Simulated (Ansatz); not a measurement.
# HPS: the cost of one run

Method: def2-QZVPP, core rule «outside noble gas», up to 10 orbitals frozen; program: Ansatz 0.2.0, Gaussian basis.

Plan: UHF; ROHF; CCSD(T) on UHF.

2 further runs of the same task are left out: 2 set aside as unsound or not needed.

### 1 The geometry

The geometry is a PBE0/def2-TZVP stationary point (not a proven minimum) of the parent state, kept for this charge and spin.

3 atoms, charge 1, spin multiplicity 2.

Atoms are counted from 1 here; the program's logs count them from 0.

Bond lengths: P1–S2 1.958 Å, S2–H3 1.372 Å. Angles: P1–S2–H3 106.9°.

### 2 UHF

in.yaml

```yaml
crystal:
  periodic: [false, false, false]
  atoms:
    - {symbol: P, position_ang: [0.000000, 0.037619, 1.017124]}
    - {symbol: S, position_ang: [0.000000, -0.074487, -0.938131]}
    - {symbol: H, position_ang: [0.000000, 1.213601, -1.411786]}
basis:
  gaussian: {orbitals: "def2-QZVPP.json"}
total_charge: 1
magnetization: {spin_polarized: true, initial_magnetization: 1}
hamiltonian: {xc: hf}
output: {orbitals: {seedname: orbitals}}
```

Run with:

```
> ansatz run in.yaml --threads 1 --pin off --events-out ev --progress --plain --max-ram 2393MiB
```

Q: Estimate wall time and peak memory on 1 thread of Arm Neoverse V1, shared host.

About 18 s, with a peak of 0.4 GiB.
